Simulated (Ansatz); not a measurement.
Al2N, relaxed as a doublet with UKS PBE0-D4/def2-TZVP in Ansatz, starting from the GFN1-xTB geometry. Force threshold 0.02 eV/Å.

The structure comes from a short search, and lower isomers may exist.

Start:

| atom | x (Å) | y (Å) | z (Å) |
| --- | --- | --- | --- |
| Al1 | 1.041 | -0.811 | -1.243 |
| Al2 | -1.041 | 0.812 | 1.243 |
| N3 | 0.000 | -0.001 | 0.001 |

| step | energy (eV) | largest force component (eV/Å) | SCF passes |
| --- | --- | --- | --- |
| 1 | -14675.5922 | 1.623 | 61 |
| 2 | -14675.7736 | 0.875 | 40 |
| 3 | -14675.8281 | 0.214 | 37 |
| 4 | -14675.8309 | 0.002 | 38 |

Force components are those of the run's own axes.

End:

```xyz
3

Al    0.984   -0.766   -1.175
Al   -0.984    0.767    1.175
N     0.000   -0.001    0.001
```

By distances, no bond broke or formed. The bond that changes most is Al2–N3, from 1.81 to 1.71 Å (atoms count from 1).

No frequencies were taken in this run, so the end may be a saddle point.

Run time 6 s (4 threads of Arm Neoverse V2 on a shared host).
